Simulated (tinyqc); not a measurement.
Inside a calculation (part 2 of 2). Method: UHF in the sto-3g basis, for H2O, spin multiplicity 3. This run ends on a higher stationary point, not on the lowest solution. Computed by tinyqc, a small Python program that keeps every step (integrals from PySCF). Command: `OMP_NUM_THREADS=1 python tinyqc.py 20120 20121 out.jsonl` (the two numbers bound the seeds that draw the settings). One thread of a shared host (Intel(R) Xeon(R) Processor @ 2.60GHz), about 0.2 s of CPU time with the checks.

Geometry (angstrom):
```
atom       x        y       z
O     0.0000   0.0000  0.0000
H     0.0000   1.1080  0.8310
H     0.0000  -1.1080  0.8310
```

## Iteration 2: DIIS over 2 matrices

error matrix X^T (FDS - SDF) X (alpha):
$$\begin{pmatrix}
0.0000 & 0.0000 & 0.0000 & 0.0000 & 0.0000 & 0.0000 & 0.0000 \\
0.0000 & 0.0000 & 0.0000 & 0.0000 & 0.0000 & 0.2414 & 0.0000 \\
0.0000 & 0.0000 & 0.0000 & 0.0000 & 0.0000 & 0.0000 & 0.0000 \\
0.0000 & 0.0000 & 0.0000 & 0.0000 & 0.0000 & 0.0000 & 0.0000 \\
0.0000 & 0.0000 & 0.0000 & 0.0000 & 0.0000 & 0.0000 & 0.0000 \\
0.0000 & -0.2414 & 0.0000 & 0.0000 & 0.0000 & 0.0000 & 0.0000 \\
0.0000 & 0.0000 & 0.0000 & 0.0000 & 0.0000 & 0.0000 & 0.0000
\end{pmatrix}$$

B (overlaps of the stored error matrices):
$$\begin{pmatrix}
1.9007019e-01 & -4.5186678e-02 \\
-4.5186678e-02 & 2.3579397e-01
\end{pmatrix}$$

Minimise |sum c_i e_i|^2 with sum c_i = 1: solve [B -1; -1 0][c; lambda] = [0; -1] with B_ij = tr e_i^T e_j summed over both spins, and take F = sum c_i F_i.

DIIS coefficients: [0.5443, 0.4557]

extrapolated F(alpha) (hartree), order 1O 1s, 1O 2s, 1O 2px, 1O 2py, 1O 2pz, 2H 1s, 3H 1s:
$$\begin{pmatrix}
-22.1301 & -5.4294 & 0.0000 & 0.0000 & -0.0065 & -0.4647 & -0.4647 \\
-5.4294 & -3.1248 & 0.0000 & 0.0000 & -0.0476 & -0.5437 & -0.5437 \\
0.0000 & 0.0000 & -1.0997 & 0.0000 & 0.0000 & 0.0000 & 0.0000 \\
0.0000 & 0.0000 & 0.0000 & -1.2135 & 0.0000 & -0.2509 & 0.2509 \\
-0.0065 & -0.0476 & 0.0000 & 0.0000 & -1.1138 & -0.1902 & -0.1902 \\
-0.4647 & -0.5437 & 0.0000 & -0.2509 & -0.1902 & -0.3243 & -0.1577 \\
-0.4647 & -0.5437 & 0.0000 & 0.2509 & -0.1902 & -0.1577 & -0.3243
\end{pmatrix}$$

extrapolated F(beta) (hartree), order 1O 1s, 1O 2s, 1O 2px, 1O 2py, 1O 2pz, 2H 1s, 3H 1s:
$$\begin{pmatrix}
-22.0741 & -5.3852 & 0.0000 & 0.0000 & -0.0017 & -0.4587 & -0.4587 \\
-5.3852 & -2.5503 & 0.0000 & 0.0000 & 0.0909 & -0.4273 & -0.4273 \\
0.0000 & 0.0000 & -0.9571 & 0.0000 & 0.0000 & 0.0000 & 0.0000 \\
0.0000 & 0.0000 & 0.0000 & -0.2332 & 0.0000 & -0.1391 & 0.1391 \\
-0.0017 & 0.0909 & 0.0000 & 0.0000 & -0.9373 & -0.1467 & -0.1467 \\
-0.4587 & -0.4273 & 0.0000 & -0.1391 & -0.1467 & -0.1167 & -0.0932 \\
-0.4587 & -0.4273 & 0.0000 & 0.1391 & -0.1467 & -0.0932 & -0.1167
\end{pmatrix}$$

## Iteration 2: diagonalisation and new density

X, order 1O 1s, 1O 2s, 1O 2px, 1O 2py, 1O 2pz, 2H 1s, 3H 1s:
$$\begin{pmatrix}
-0.4644 & 0.0000 & 0.6563 & 0.0000 & -0.5858 & 0.0000 & 0.2707 \\
0.8922 & 0.0000 & -0.2517 & 0.0000 & -0.2908 & 0.0000 & 0.5041 \\
0.0000 & 0.0000 & 0.0000 & 1.0000 & 0.0000 & 0.0000 & 0.0000 \\
0.0000 & 0.7832 & 0.0000 & 0.0000 & 0.0000 & 0.6856 & 0.0000 \\
0.3613 & 0.0000 & 0.6971 & 0.0000 & 0.6159 & 0.0000 & 0.2172 \\
-0.5254 & -0.6467 & -0.2640 & 0.0000 & 0.2237 & 0.4151 & 0.3830 \\
-0.5254 & 0.6467 & -0.2640 & 0.0000 & 0.2237 & -0.4151 & 0.3830
\end{pmatrix}$$

Diagonalise F' = X^T F X, C = X C', fill 6 alpha and 4 beta electrons from the bottom; D(s) = C_occ C_occ^T. Each column has its largest component positive (the first on a tie).

F' = X^T F X (alpha) (hartree):
$$\begin{pmatrix}
-2.4908 & 0.0000 & 3.6885 & 0.0000 & -3.7382 & 0.0000 & 1.6299 \\
0.0000 & -0.3754 & 0.0000 & 0.0000 & 0.0000 & -0.5028 & 0.0000 \\
3.6885 & 0.0000 & -8.2168 & 0.0000 & 7.8109 & 0.0000 & -5.0465 \\
0.0000 & 0.0000 & 0.0000 & -1.0997 & 0.0000 & 0.0000 & 0.0000 \\
-3.7382 & 0.0000 & 7.8109 & 0.0000 & -9.8765 & 0.0000 & 5.7968 \\
0.0000 & -0.5028 & 0.0000 & 0.0000 & 0.0000 & -0.9134 & 0.0000 \\
1.6299 & 0.0000 & -5.0465 & 0.0000 & 5.7968 & 0.0000 & -4.7786
\end{pmatrix}$$

orbital energies (alpha) (hartree): MO1 -22.1320, MO2 -1.9030, MO3 -1.2146, MO4 -1.1123, MO5 -1.0997, MO6 -0.2154, MO7 -0.0742

coefficients C (alpha), order 1O 1s, 1O 2s, 1O 2px, 1O 2py, 1O 2pz, 2H 1s, 3H 1s:
$$\begin{pmatrix}
0.9975 & -0.2544 & 0.0000 & 0.0166 & 0.0000 & 0.0534 & 0.0000 \\
0.0106 & 1.0367 & 0.0000 & -0.0738 & 0.0000 & -0.3432 & 0.0000 \\
0.0000 & 0.0000 & 0.0000 & 0.0000 & 1.0000 & 0.0000 & 0.0000 \\
0.0000 & 0.0000 & 0.9906 & 0.0000 & 0.0000 & 0.0000 & -0.3195 \\
0.0007 & 0.0642 & 0.0000 & 0.9897 & 0.0000 & -0.2440 & 0.0000 \\
-0.0012 & -0.0190 & 0.0237 & 0.0281 & 0.0000 & 0.7358 & 0.7681 \\
-0.0012 & -0.0190 & -0.0237 & 0.0281 & 0.0000 & 0.7358 & -0.7681
\end{pmatrix}$$

F' = X^T F X (beta) (hartree):
$$\begin{pmatrix}
-2.0425 & 0.0000 & 3.6997 & 0.0000 & -3.7912 & 0.0000 & 1.8541 \\
0.0000 & 0.1190 & 0.0000 & 0.0000 & 0.0000 & -0.0797 & 0.0000 \\
3.6997 & 0.0000 & -8.0965 & 0.0000 & 7.8314 & 0.0000 & -5.1165 \\
0.0000 & 0.0000 & 0.0000 & -0.9571 & 0.0000 & 0.0000 & 0.0000 \\
-3.7912 & 0.0000 & 7.8314 & 0.0000 & -9.7621 & 0.0000 & 5.8149 \\
0.0000 & -0.0797 & 0.0000 & 0.0000 & 0.0000 & -0.2760 & 0.0000 \\
1.8541 & 0.0000 & -5.1165 & 0.0000 & 5.8149 & 0.0000 & -4.3904
\end{pmatrix}$$

orbital energies (beta) (hartree): MO1 -22.0754, MO2 -1.3322, MO3 -0.9571, MO4 -0.9187, MO5 -0.2915, MO6 0.0347, MO7 0.1345

coefficients C (beta), order 1O 1s, 1O 2s, 1O 2px, 1O 2py, 1O 2pz, 2H 1s, 3H 1s:
$$\begin{pmatrix}
0.9980 & -0.2443 & 0.0000 & -0.0540 & 0.0000 & 0.0656 & 0.0000 \\
0.0087 & 0.9987 & 0.0000 & 0.2130 & 0.0000 & -0.3940 & 0.0000 \\
0.0000 & 0.0000 & 1.0000 & 0.0000 & 0.0000 & 0.0000 & 0.0000 \\
0.0000 & 0.0000 & 0.0000 & 0.0000 & 0.8222 & 0.0000 & -0.6382 \\
0.0003 & -0.2320 & 0.0000 & 0.9583 & 0.0000 & -0.2663 & 0.0000 \\
-0.0010 & 0.0055 & 0.0000 & 0.0461 & 0.2843 & 0.7351 & 0.7140 \\
-0.0010 & 0.0055 & 0.0000 & 0.0461 & -0.2843 & 0.7351 & -0.7140
\end{pmatrix}$$

D(alpha) after iteration 2, order 1O 1s, 1O 2s, 1O 2px, 1O 2py, 1O 2pz, 2H 1s, 3H 1s:
$$\begin{pmatrix}
1.0628 & -0.2727 & 0.0000 & 0.0000 & -0.0122 & 0.0434 & 0.0434 \\
-0.2727 & 1.1981 & 0.0000 & 0.0000 & 0.0773 & -0.2743 & -0.2743 \\
0.0000 & 0.0000 & 1.0000 & 0.0000 & 0.0000 & 0.0000 & 0.0000 \\
0.0000 & 0.0000 & 0.0000 & 0.9813 & 0.0000 & 0.0235 & -0.0235 \\
-0.0122 & 0.0773 & 0.0000 & 0.0000 & 1.0431 & -0.1529 & -0.1529 \\
0.0434 & -0.2743 & 0.0000 & 0.0235 & -0.1529 & 0.5431 & 0.5420 \\
0.0434 & -0.2743 & 0.0000 & -0.0235 & -0.1529 & 0.5420 & 0.5431
\end{pmatrix}$$

D(beta) after iteration 2, order 1O 1s, 1O 2s, 1O 2px, 1O 2py, 1O 2pz, 2H 1s, 3H 1s:
$$\begin{pmatrix}
1.0585 & -0.2469 & 0.0000 & 0.0000 & 0.0052 & -0.0048 & -0.0048 \\
-0.2469 & 1.0428 & 0.0000 & 0.0000 & -0.0276 & 0.0153 & 0.0153 \\
0.0000 & 0.0000 & 1.0000 & 0.0000 & 0.0000 & 0.0000 & 0.0000 \\
0.0000 & 0.0000 & 0.0000 & 0.0000 & 0.0000 & 0.0000 & 0.0000 \\
0.0052 & -0.0276 & 0.0000 & 0.0000 & 0.9722 & 0.0428 & 0.0428 \\
-0.0048 & 0.0153 & 0.0000 & 0.0000 & 0.0428 & 0.0022 & 0.0022 \\
-0.0048 & 0.0153 & 0.0000 & 0.0000 & 0.0428 & 0.0022 & 0.0022
\end{pmatrix}$$

## Iteration 12 (converged): orbitals

converged F(alpha) (hartree), order 1O 1s, 1O 2s, 1O 2px, 1O 2py, 1O 2pz, 2H 1s, 3H 1s:
$$\begin{pmatrix}
-20.2635 & -5.1695 & 0.0000 & 0.0000 & -0.0060 & -0.4426 & -0.4426 \\
-5.1695 & -2.4425 & 0.0000 & 0.0000 & -0.0594 & -0.4797 & -0.4797 \\
0.0000 & 0.0000 & -0.4161 & 0.0000 & 0.0000 & 0.0000 & 0.0000 \\
0.0000 & 0.0000 & 0.0000 & -0.0573 & 0.0000 & -0.2819 & 0.2819 \\
-0.0060 & -0.0594 & 0.0000 & 0.0000 & -0.4541 & -0.1751 & -0.1751 \\
-0.4426 & -0.4797 & 0.0000 & -0.2819 & -0.1751 & -0.4917 & -0.1246 \\
-0.4426 & -0.4797 & 0.0000 & 0.2819 & -0.1751 & -0.1246 & -0.4917
\end{pmatrix}$$

converged F(beta) (hartree), order 1O 1s, 1O 2s, 1O 2px, 1O 2py, 1O 2pz, 2H 1s, 3H 1s:
$$\begin{pmatrix}
-20.2454 & -5.1527 & 0.0000 & 0.0000 & -0.0052 & -0.4391 & -0.4391 \\
-5.1527 & -2.3285 & 0.0000 & 0.0000 & 0.0155 & -0.4420 & -0.4420 \\
0.0000 & 0.0000 & -0.3833 & 0.0000 & 0.0000 & 0.0000 & 0.0000 \\
0.0000 & 0.0000 & 0.0000 & 0.2622 & 0.0000 & -0.0973 & 0.0973 \\
-0.0052 & 0.0155 & 0.0000 & 0.0000 & -0.2860 & -0.2021 & -0.2021 \\
-0.4391 & -0.4420 & 0.0000 & -0.0973 & -0.2021 & 0.0891 & -0.1282 \\
-0.4391 & -0.4420 & 0.0000 & 0.0973 & -0.2021 & -0.1282 & 0.0891
\end{pmatrix}$$

As before.

F' = X^T F X (alpha) (hartree):
$$\begin{pmatrix}
-1.8662 & 0.0000 & 3.2346 & 0.0000 & -3.2884 & 0.0000 & 1.8019 \\
0.0000 & 0.2290 & 0.0000 & 0.0000 & 0.0000 & 0.2330 & 0.0000 \\
3.2346 & 0.0000 & -7.1584 & 0.0000 & 7.4511 & 0.0000 & -4.6245 \\
0.0000 & 0.0000 & 0.0000 & -0.4161 & 0.0000 & 0.0000 & 0.0000 \\
-3.2884 & 0.0000 & 7.4511 & 0.0000 & -8.8690 & 0.0000 & 5.3674 \\
0.0000 & 0.2330 & 0.0000 & 0.0000 & 0.0000 & -0.4743 & 0.0000 \\
1.8019 & 0.0000 & -4.6245 & 0.0000 & 5.3674 & 0.0000 & -4.3447
\end{pmatrix}$$

orbital energies (alpha) (hartree): MO1 -20.2716, MO2 -1.2125, MO3 -0.5445, MO4 -0.5265, MO5 -0.4161, MO6 -0.2277, MO7 0.2992

coefficients C (alpha), order 1O 1s, 1O 2s, 1O 2px, 1O 2py, 1O 2pz, 2H 1s, 3H 1s:
$$\begin{pmatrix}
0.9947 & -0.2507 & 0.0000 & 0.0739 & 0.0000 & -0.0718 & 0.0000 \\
0.0222 & 0.9603 & 0.0000 & -0.3534 & 0.0000 & 0.3880 & 0.0000 \\
0.0000 & 0.0000 & 0.0000 & 0.0000 & 1.0000 & 0.0000 & 0.0000 \\
0.0000 & 0.0000 & 0.4306 & 0.0000 & 0.0000 & 0.0000 & 0.9476 \\
0.0012 & 0.0744 & 0.0000 & 0.7456 & 0.0000 & 0.6940 & 0.0000 \\
-0.0029 & 0.1044 & 0.5840 & 0.3696 & 0.0000 & -0.6285 & -0.4995 \\
-0.0029 & 0.1044 & -0.5840 & 0.3696 & 0.0000 & -0.6285 & 0.4995
\end{pmatrix}$$

F' = X^T F X (beta) (hartree):
$$\begin{pmatrix}
-1.4436 & 0.0000 & 3.4731 & 0.0000 & -3.3440 & 0.0000 & 1.6623 \\
0.0000 & 0.5397 & 0.0000 & 0.0000 & 0.0000 & 0.0471 & 0.0000 \\
3.4731 & 0.0000 & -6.9848 & 0.0000 & 7.4329 & 0.0000 & -4.7275 \\
0.0000 & 0.0000 & 0.0000 & -0.3833 & 0.0000 & 0.0000 & 0.0000 \\
-3.3440 & 0.0000 & 7.4329 & 0.0000 & -8.7798 & 0.0000 & 5.4651 \\
0.0000 & 0.0471 & 0.0000 & 0.0000 & 0.0000 & 0.0874 & 0.0000 \\
1.6623 & 0.0000 & -4.7275 & 0.0000 & 5.4651 & 0.0000 & -4.0944
\end{pmatrix}$$

orbital energies (beta) (hartree): MO1 -20.2529, MO2 -1.0864, MO3 -0.3833, MO4 -0.3723, MO5 0.0826, MO6 0.4091, MO7 0.5446

coefficients C (beta), order 1O 1s, 1O 2s, 1O 2px, 1O 2py, 1O 2pz, 2H 1s, 3H 1s:
$$\begin{pmatrix}
0.9949 & -0.2569 & 0.0000 & 0.0286 & 0.0000 & 0.0791 & 0.0000 \\
0.0213 & 0.9950 & 0.0000 & -0.1548 & 0.0000 & -0.4286 & 0.0000 \\
0.0000 & 0.0000 & 1.0000 & 0.0000 & 0.0000 & 0.0000 & 0.0000 \\
0.0000 & 0.0000 & 0.0000 & 0.0000 & 0.6017 & 0.0000 & 0.8494 \\
0.0010 & -0.0135 & 0.0000 & 0.8744 & 0.0000 & -0.5276 & 0.0000 \\
-0.0028 & 0.0605 & 0.0000 & 0.2438 & 0.4792 & 0.6924 & -0.6008 \\
-0.0028 & 0.0605 & 0.0000 & 0.2438 & -0.4792 & 0.6924 & 0.6008
\end{pmatrix}$$

D(alpha) after iteration 12, order 1O 1s, 1O 2s, 1O 2px, 1O 2py, 1O 2pz, 2H 1s, 3H 1s:
$$\begin{pmatrix}
1.0628 & -0.2727 & 0.0000 & 0.0000 & -0.0122 & 0.0434 & 0.0434 \\
-0.2727 & 1.1981 & 0.0000 & 0.0000 & 0.0773 & -0.2743 & -0.2743 \\
0.0000 & 0.0000 & 1.0000 & 0.0000 & 0.0000 & 0.0000 & 0.0000 \\
0.0000 & 0.0000 & 0.0000 & 0.1854 & 0.0000 & 0.2514 & -0.2514 \\
-0.0122 & 0.0773 & 0.0000 & 0.0000 & 1.0431 & -0.1529 & -0.1529 \\
0.0434 & -0.2743 & 0.0000 & 0.2514 & -0.1529 & 0.8836 & 0.2015 \\
0.0434 & -0.2743 & 0.0000 & -0.2514 & -0.1529 & 0.2015 & 0.8836
\end{pmatrix}$$

D(beta) after iteration 12, order 1O 1s, 1O 2s, 1O 2px, 1O 2py, 1O 2pz, 2H 1s, 3H 1s:
$$\begin{pmatrix}
1.0566 & -0.2388 & 0.0000 & 0.0000 & 0.0295 & -0.0113 & -0.0113 \\
-0.2388 & 1.0144 & 0.0000 & 0.0000 & -0.1488 & 0.0224 & 0.0224 \\
0.0000 & 0.0000 & 1.0000 & 0.0000 & 0.0000 & 0.0000 & 0.0000 \\
0.0000 & 0.0000 & 0.0000 & 0.0000 & 0.0000 & 0.0000 & 0.0000 \\
0.0295 & -0.1488 & 0.0000 & 0.0000 & 0.7647 & 0.2124 & 0.2124 \\
-0.0113 & 0.0224 & 0.0000 & 0.0000 & 0.2124 & 0.0631 & 0.0631 \\
-0.0113 & 0.0224 & 0.0000 & 0.0000 & 0.2124 & 0.0631 & 0.0631
\end{pmatrix}$$

## Convergence

Stop when the energy changes by less than 1e-08 hartree and every element of the error matrix X^T (F D S - S D F) X (for each spin) is below 3e-05.

Course of the cycle:
```
iteration  E (hartree)     change  largest element of the error matrix
1           -29.153782          -                             1.54e-01
2           -74.110576  -4.50e+01                             2.41e-01
3           -74.205388  -9.48e-02                             2.57e-01
4           -74.177765   2.76e-02                             2.55e-01
5           -74.550115  -3.72e-01                             8.06e-02
6           -74.564235  -1.41e-02                             2.91e-02
7           -74.568941  -4.71e-03                             1.70e-02
8           -74.572012  -3.07e-03                             4.03e-03
9           -74.572099  -8.67e-05                             8.50e-04
10          -74.572104  -5.45e-06                             7.28e-05
11          -74.572104  -4.00e-08                             1.24e-06
12          -74.572104  -6.34e-12                             1.33e-07
```

PySCF UHF in the same basis, after a stability check = -74.715365 hartree

Converged in 12 iterations. But the solution lies 0.14326 hartree above the reference: it is another stationary point, not the lowest one. Reruns (cap 100 unless said): DIIS 8: converged in 16 to a higher stationary point; damping 0.5: converged in 55 to a higher stationary point; level shift 0.5: converged in 42 to a higher stationary point; atomic densities as start, DIIS 8: converged in 13.

## Populations, bond orders and dipole

overlap S, order 1O 1s, 1O 2s, 1O 2px, 1O 2py, 1O 2pz, 2H 1s, 3H 1s:
$$\begin{pmatrix}
1.0000 & 0.2367 & 0.0000 & 0.0000 & 0.0000 & 0.0198 & 0.0198 \\
0.2367 & 1.0000 & 0.0000 & 0.0000 & 0.0000 & 0.2434 & 0.2434 \\
0.0000 & 0.0000 & 1.0000 & 0.0000 & 0.0000 & 0.0000 & 0.0000 \\
0.0000 & 0.0000 & 0.0000 & 1.0000 & 0.0000 & 0.1879 & -0.1879 \\
0.0000 & 0.0000 & 0.0000 & 0.0000 & 1.0000 & 0.1409 & 0.1409 \\
0.0198 & 0.2434 & 0.0000 & 0.1879 & 0.1409 & 1.0000 & 0.0827 \\
0.0198 & 0.2434 & 0.0000 & -0.1879 & 0.1409 & 0.0827 & 1.0000
\end{pmatrix}$$

Mulliken: Z minus the diagonal of D S on the atom; Loewdin: the same with S^(1/2) D S^(1/2); Mayer order: 2 sum_s sum (D(s) S)_ij (D(s) S)_ji over the two atoms.

Charges (e):
```
atom  Mulliken  Loewdin  Mulliken spin
1O     -0.0728  -0.0551         0.4869
2H      0.0364   0.0275         0.7566
3H      0.0364   0.0275         0.7566
```

Mayer bond orders:
```
pair   order
2-1   0.3657
3-1   0.3657
3-2   0.0606
```

dipole moment about the origin, x y z (debye): [0.0000, 0.0000, 0.4016]

<S^2> of the determinant (pure state: 2) = 2.0000
